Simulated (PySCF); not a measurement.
Work out the structure from these simulated measurements.

Elements present: C, H and O. Monoisotopic mass: 67.0178 u (electron mass counted); charge +1.

- Triplet: lowest triplet excitation (Tamm–Dancoff): 4.25 eV [TDA CAM-B3LYP/def2-SVPD]
- Couplings: largest of the computed one-bond spin–spin couplings (means over like bonds): 13C–1H +303.0, 13C–13C +235.7, 13C–1H +161.4 (×2), 13C–13C +91.4, 13C–13C +50.1, 17O–13C +4.4 Hz [B3LYP/pcJ-1]
- UV, strongest line: among the 10 lowest singlet transitions: S3 at 4.95 eV (251 nm, f = 0.050) [TDDFT CAM-B3LYP/def2-SVPD]
- UV, first state: lowest singlet excitation: 4.50 eV (275 nm, f = 0.000) [TDDFT CAM-B3LYP/def2-SVPD]
- 13C NMR: chemical shifts (computed TMS as zero) by class: 149.8 (1 C), 100.6 (1 C), 42.2 (1 C), 16.1 (1 C) ppm [GIAO KT2/pcSseg-2]
- Rotational structure: rotational constants A, B, C: 16.841, 3.066, 2.637 GHz [PBE0-D3(BJ)/def2-SVP]

The electronic properties come from PySCF, for the isolated species, density fitting. Levels stand in brackets. Geometry: PBE0-D3(BJ)/def2-SVP; no solvent, vibrations or thermal averaging. NMR values are class means; diastereotopic atoms form classes of their own.

Problem. Which formula fits the mass and the elements?

Solution. C4H3O (calculated 67.0178). No other formula that holds each of these elements comes within 0.0003 u with a fitting electron parity and a possible valence count.

Problem. What is the compound? Reason from the data.

Solution. Numbering: `[CH:1]#[C:2][CH2:3][C:4]#[O+:5]`. 4 carbons fall into 4 classes; from least to most shielded: triply bonded carbon [C4] (149.8 ppm), terminal alkyne carbon [C1] (100.6 ppm), alkyne carbon [C2] (42.2 ppm), propargylic carbon [C3] (16.1 ppm). The couplings run between: +303.0 Hz, terminal alkyne carbon [C1] and its hydrogen; +235.7 Hz, terminal alkyne carbon [C1] and alkyne carbon [C2]; +161.4 Hz, propargylic carbon [C3] and its hydrogen (with 1 like pair); +91.4 Hz, alkyne carbon [C2] and propargylic carbon [C3]; +50.1 Hz, propargylic carbon [C3] and triply bonded carbon [C4]; +4.4 Hz, oxygen bonded to C [O5] and triply bonded carbon [C4]. S1 is mainly HOMO→LUMO (weight 0.97); the largest Löwdin shares of the orbital it empties are 0.44 on the alkyne carbon, 0.41 on the terminal alkyne carbon and 0.07 on the propargylic carbon, of the orbital it fills 0.44 on the triply bonded carbon, 0.33 on the oxygen bonded to C, 0.09 on the propargylic carbon and 0.06 on the alkyne carbon. The optimised geometry has point group Cs and is an asymmetric top. Structure: `C#CCC#[O+]`. The assignments are read from this structure; whether some other isomer fits the data as well wasn't checked.
